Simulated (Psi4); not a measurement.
**BH2Cl− (SMILES [BH2-]Cl) at 4 levels**

Wanted: a comparison of 4 runs (UHF/STO-3G, UHF/6-31G*, UB3LYP/6-31G*, UOMP2/cc-pwCVDZ) of BH2Cl−. 

The calculation is run with Psi4 1.11.

4 further runs of the same task are left out: 4 set aside as unsound or not needed.

## (1) The system as given

BH2Cl−: 4 atoms, total charge -1, spin state doublet. As SMILES, `[BH2-]Cl`. The coordinates come from a GFN2-xTB relaxation.

Bond lengths: B1–Cl2 1.923 Å, B1–H3 1.212 Å, B1–H4 1.212 Å. Angles: Cl2–B1–H3 107.8°, Cl2–B1–H4 107.8°, H3–B1–H4 115.8°.

## (2) The energy at UHF/STO-3G (run 1)

The input, job.json:

```json
{
  "schema_name": "qcschema_input",
  "schema_version": 1,
  "molecule": {
    "schema_name": "qcschema_molecule",
    "schema_version": 2,
    "symbols": ["B", "Cl", "H", "H"],
    "geometry": [-0.13745868, -0.36721158, -0.63734793, 2.62702167, 0.11784332, 1.67193519, -1.82163929, -1.4221134, 0.50007822, -0.6679426, 1.67146276, -1.53466548],
    "molecular_charge": -1,
    "molecular_multiplicity": 2,
    "fix_symmetry": "c1"
  },
  "driver": "energy",
  "model": {
    "method": "hf",
    "basis": "STO-3G"
  },
  "keywords": {
    "reference": "uhf",
    "puream": true,
    "e_convergence": 1e-09,
    "d_convergence": 1e-08,
    "scf_type": "pk",
    "maxiter": 200,
    "scf_properties": ["LOWDIN_CHARGES", "QUADRUPOLE", "MAYER_INDICES"]
  }
}
```

Started as:

```console
$ psi4 --qcschema job.json -n 1 --memory 1600MB
```

stdout:

```text
[...]
  Running in c1 symmetry.
[...]
  Nuclear repulsion =   35.018506621625811
[...]
  Multiplicity = 2
[...]
  Nalpha       = 13
  Nbeta        = 12
[...]
    Number of basis functions: 16
[...]
   @UHF iter   1:  -479.98340565596493   -1.27215e+00   4.04112e-03 ADIIS/DIIS
[...]
   @UHF iter  11:  -479.98849926283282   -8.52651e-13   8.64071e-09 DIIS
[...]
   @S^2 Observed:                7.551466699E-01
[...]
    Orbital Energies [Eh]
    ---------------------
    Alpha Occupied:
       1A   -103.285016     2A     -9.987343     3A     -7.429643
       4A     -7.427515     5A     -7.427024     6A     -7.022216
       7A     -0.687487     8A     -0.353767     9A     -0.173907
      10A     -0.136842    11A     -0.108145    12A     -0.069069
      13A      0.052125
    Alpha Virtual:
      14A      0.757728    15A      1.025333    16A      1.030983
    Beta Occupied:
[...]
  @UHF Final Energy:  -479.98849926283282
   => Energetics <=
    Nuclear Repulsion Energy =             35.0185066216258107
    One-Electron Energy =                -741.9805275098860875
    Two-Electron Energy =                 226.9735216254275088
    Total Energy =                       -479.9884992628328177
  UHF NO Occupations:
  HONO-2 :   11  A 1.9991388
  HONO-1 :   12  A 1.9990584
[...]
 Multipole Moments:
 ------------------------------------------------------------------------------------
     Multipole            Electronic (a.u.)      Nuclear  (a.u.)        Total (a.u.)
 ------------------------------------------------------------------------------------
 L = 1.  Multiply by 2.5417464519 to convert [e a0] to [Debye]
 Dipole X            :          3.3018673           -2.4439464            0.8579209
 Dipole Y            :         -0.2302486            0.2519057            0.0216571
 Dipole Z            :          1.5246946           -1.0047875            0.5199071
 Magnitude           :                                                    1.0033946
 L = 2.  Multiply by 1.3450342976 to convert [e a0^2] to [Debye ang]
 Quadrupole XX       :        -68.6499958           49.7291050          -18.9208908
 Quadrupole XY       :         -6.7482731            6.2435598           -0.5047133
[...]
```

The result, in JSON:

```text
{
 "driver": "energy",
 "model": {
  "method": "hf",
  "basis": "STO-3G"
 },
 "success": true,
 "return_result": -479.9884992628328,
 "properties": {
  "calcinfo_nbasis": 16,
  "calcinfo_nmo": 16,
  "calcinfo_nalpha": 13,
  "calcinfo_nbeta": 12,
  "calcinfo_natom": 4,
  "nuclear_repulsion_energy": 35.01850662162581,
  "return_energy": -479.9884992628328,
  "scf_one_electron_energy": -741.9805275098861,
  "scf_two_electron_energy": 226.9735216254275,
  "scf_dipole_moment": [0.8579208509716709, 0.021657106755355926, 0.5199071408091045],
  "scf_total_energy": -479.9884992628328,
  "scf_iterations": 11
 }
}
```

Run time: 3 s. Hardware: 1 thread of Intel Xeon Platinum 8259CL at 2.50GHz (Skylake/Cascade Lake), shared host; peak memory 0.18 GiB.

## (3) A single-point energy at UHF/6-31G(d) (spherical functions) (run 2)

The input, bclh2.in:

```
memory 1600 MB

molecule system {
  -1 2
  B
  Cl 1 R2
  H 1 R3 2 A3
  H 1 R4 3 A4 2 D4

  R2 = 1.923355
  R3 = 1.211691
  A3 = 107.77693
  R4 = 1.211664
  A4 = 115.75059
  D4 = -120.78882
  symmetry c1
}

set {
  reference uhf
  puream true
  e_convergence 1e-09
  d_convergence 1e-08
  scf_type pk
  maxiter 200
}

result = energy('scf/6-31G*')
print_variables()
```

Started as:

```console
$ psi4 bclh2.in bclh2.out -n 1
```

bclh2.out:

```text
[...]
  Running in c1 symmetry.
[...]
  Nuclear repulsion =   35.018504305484669
[...]
  Multiplicity = 2
[...]
  Nalpha       = 13
  Nbeta        = 12
[...]
    Number of basis functions: 36
[...]
   @UHF iter   1:  -485.28648612957198   -6.70287e-01   5.02228e-03 DIIS/ADIIS
[...]
   @UHF iter  13:  -485.31548586725489   -2.27374e-12   9.84862e-09 DIIS
[...]
   @S^2 Observed:                7.555443911E-01
[...]
    Orbital Energies [Eh]
    ---------------------
    Alpha Occupied:
       1A   -104.552790     2A    -10.291624     3A     -7.759475
       4A     -7.758461     5A     -7.757897     6A     -7.355117
       7A     -0.830041     8A     -0.454191     9A     -0.275114
      10A     -0.255313    11A     -0.229039    12A     -0.181709
      13A     -0.050714
    Alpha Virtual:
      14A      0.449889    15A      0.530728    16A      0.533252
      17A      0.791487    18A      0.819058    19A      0.826988
      20A      0.843017    21A      0.890786    22A      0.893583
      23A      0.905858    24A      1.107726    25A      1.332903
[...]
  @UHF Final Energy:  -485.31548586725489
   => Energetics <=
    Nuclear Repulsion Energy =             35.0185043054846687
    One-Electron Energy =                -745.3280772760929267
    Two-Electron Energy =                 224.9940871033534222
    Total Energy =                       -485.3154858672548926
  UHF NO Occupations:
  HONO-2 :   11  A 1.9992537
  HONO-1 :   12  A 1.9986419
[...]
 Multipole Moments:
 ------------------------------------------------------------------------------------
     Multipole            Electronic (a.u.)      Nuclear  (a.u.)        Total (a.u.)
 ------------------------------------------------------------------------------------
 L = 1.  Multiply by 2.5417464519 to convert [e a0] to [Debye]
 Dipole X            :         -0.8997240            0.8787857           -0.0209384
 Dipole Y            :         -0.4627805            0.4518026           -0.0109779
 Dipole Z            :          3.5349348           -2.4636436            1.0712912
 Magnitude           :                                                    1.0715520
[...]
```

Wall time 3.3 s (1 thread of Intel Xeon Platinum 8259CL at 2.50GHz (Skylake/Cascade Lake), shared host); peak memory 0.19 GiB.

Run 3 isn't shown in full; the table further down has it.

## (4) A single-point energy at UOMP2/cc-pwCVDZ (sfX2C, density fitting, density fitting for correlation) (run 4)

The input, bclh2.json:

```json
{
  "schema_name": "qcschema_input",
  "schema_version": 1,
  "molecule": {
    "schema_name": "qcschema_molecule",
    "schema_version": 2,
    "symbols": ["B", "Cl", "H", "H"],
    "geometry": [-0.13745868, -0.36721158, -0.63734793, 2.62702167, 0.11784332, 1.67193519, -1.82163929, -1.4221134, 0.50007822, -0.6679426, 1.67146276, -1.53466548],
    "molecular_charge": -1,
    "molecular_multiplicity": 2
  },
  "driver": "energy",
  "model": {
    "method": "omp2",
    "basis": "cc-pwCVDZ"
  },
  "keywords": {
    "reference": "uhf",
    "scf_type": "df",
    "mp2_type": "df",
    "relativistic": "x2c"
  }
}
```

Started as:

```console
$ psi4 --qcschema bclh2.json -n 1 --memory 1600MB
```

stdout:

```text
[...]
  Running in c1 symmetry.
[...]
  Nuclear repulsion =   35.018506621625811
[...]
  Multiplicity = 2
[...]
  Nalpha       = 13
  Nbeta        = 12
[...]
    Number of basis functions: 55
[...]
   @DF-UHF iter   1:  -486.57244553672768   -6.78357e-01   4.91763e-03 ADIIS/DIIS
[...]
   @DF-UHF iter  14:  -486.60987680414809   -1.42109e-12   4.21474e-09 DIIS
[...]
   @S^2 Observed:                7.556659094E-01
[...]
    Orbital Energies [Eh]
    ---------------------
    Alpha Occupied:
       1A   -104.887465     2A    -10.352796     3A     -7.754920
       4A     -7.753801     5A     -7.753309     6A     -7.378276
       7A     -0.837573     8A     -0.458609     9A     -0.278092
      10A     -0.257277    11A     -0.230311    12A     -0.183400
      13A     -0.051815
    Alpha Virtual:
      14A      0.411214    15A      0.458377    16A      0.474713
      17A      0.626933    18A      0.650917    19A      0.676764
      20A      0.737554    21A      0.912151    22A      0.932817
      23A      0.962924    24A      1.015567    25A      1.017254
[...]
  @DF-UHF Final Energy:  -486.60987680414809
   => Energetics <=
    Nuclear Repulsion Energy =             35.0185066216258107
    One-Electron Energy =                -747.0629927837433115
    Two-Electron Energy =                 225.4346093579694639
    Total Energy =                       -486.6098768041480866
  UHF NO Occupations:
  HONO-2 :   11  A 1.9994507
  HONO-1 :   12  A 1.9983873
[...]
 Multipole Moments:
 ------------------------------------------------------------------------------------
     Multipole            Electronic (a.u.)      Nuclear  (a.u.)        Total (a.u.)
 ------------------------------------------------------------------------------------
 L = 1.  Multiply by 2.5417464519 to convert [e a0] to [Debye]
 Dipole X            :          3.3649768           -2.4439464            0.9210304
 Dipole Y            :         -0.0562038            0.2519057            0.1957019
 Dipole Z            :          1.8256948           -1.0047875            0.8209073
 Magnitude           :                                                    1.2491937
[...]
	Warning: cc_lambda option is changed to TRUE
	For this residual convergence, default PCG convergence is:     1.00e-07
[...]
	DF-SCS-MP2 Total Energy (a.u.)     :  -487.01714445577471
	DF-SOS-MP2 Total Energy (a.u.)     :  -487.01243915266622
[...]
	DF-SCS-OMP2 Total Energy (a.u.)    :  -487.01884821170074
	DF-SOS-OMP2 Total Energy (a.u.)    :  -486.98270051709113
	DF-SCS(N)-OMP2 Total Energy (a.u.) :  -486.79850773708148
[...]
	DF-OMP2 Total Energy (a.u.)        :  -487.02863483308261
[...]
```

The result, in JSON:

```text
{
 "driver": "energy",
 "model": {
  "method": "omp2",
  "basis": "cc-pwCVDZ"
 },
 "success": true,
 "return_result": -487.0286348330826,
 "properties": {
  "calcinfo_nbasis": 55,
  "calcinfo_nmo": 55,
  "calcinfo_nalpha": 13,
  "calcinfo_nbeta": 12,
  "calcinfo_natom": 4,
  "nuclear_repulsion_energy": 35.01850662162581,
  "return_energy": -487.0286348330826,
  "scf_one_electron_energy": -747.0629927837433,
  "scf_two_electron_energy": 225.43460935796946,
  "scf_dipole_moment": [0.9210303739369086, 0.19570189965486573, 0.8209073238258422],
  "scf_total_energy": -486.6098768041481,
  "scf_iterations": 14,
  "mp2_same_spin_correlation_energy": -0.10701491282961473,
  "mp2_opposite_spin_correlation_energy": -0.30966334501396614,
  "mp2_singles_energy": 0.0,
  "mp2_doubles_energy": -0.4166782578435809,
  "mp2_correlation_energy": -0.4166782578435573,
  "mp2_total_energy": -487.02655506199164
 }
}
```

Wall time 9.6 s (1 thread of Intel Xeon Platinum 8259CL at 2.50GHz (Skylake/Cascade Lake), shared host); peak memory 0.26 GiB.

## (5) The series

```csv
run,level,task,integration grid,energy (Eh),HOMO energy (eV),LUMO energy (eV),⟨S²⟩,wall time
1,UHF/STO-3G,energy,–,-479.988499,1.42,17.61,0.755,3 s
2,UHF/6-31G* (spherical functions),energy,–,-485.315486,-1.38,10.54,0.756,3.3 s
3,UB3LYP/6-31G* (spherical functions),gradient,99 radial × 590 angular,-486.246916,2.23,6.06,0.752,13 s
4,"UOMP2/cc-pwCVDZ (sfX2C, density fitting, density fitting for correlation)",energy,–,-487.028635,-1.41,9.53,0.756,9.6 s
```

## (6) Results

| quantity | value |
| --- | --- |
| run 4: total energy | -487.02863 Eh |
| run 4: HOMO energy (Hartree–Fock orbitals) (highest over α and β) | -1.41 eV |
| run 4: LUMO energy (Hartree–Fock orbitals) (lowest over α and β) | 9.53 eV |
| run 4: correlation energy | -418.8 mEh |
| run 4: ⟨S²⟩ of the reference determinant | 0.756 |

**Reading.** Some runs of one species differ in core potentials or relativity; totals across that change don't compare. In runs 1, 3 the HOMO lies above zero, so the outermost electron may be held by the basis alone. In run 1 the basis is minimal, so the values are rough. All runs together took 29 s, the longest 13 s.
